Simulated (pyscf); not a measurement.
Optimised with ωB97X-D3(BJ)/def2-SVP in PySCF.

Q: Estimate the classical barrier height and the reaction energy of `[CH4]` + `[CH3][Ga]=[O]` -> `[CH3][Ga]([CH3])[OH]` at ωB97M-D3(BJ)/def2-TZVP. The step runs on the singlet surface, breaks C–H and forms C–Ga, H–O; take the separated reactants as zero.

A: ΔE‡ = 1.19 eV, ΔE = -1.78 eV. Zero-point energy shifts the barrier by -0.08 eV. It is an addition across a multiple bond or ene-type step, with an imaginary mode of 1684i cm⁻¹. At the saddle there is also a short Ga–H contact that neither side keeps. One saddle was located; it need not be the lowest between these sides. Elements up to Kr have no core potential and no relativistic terms here.
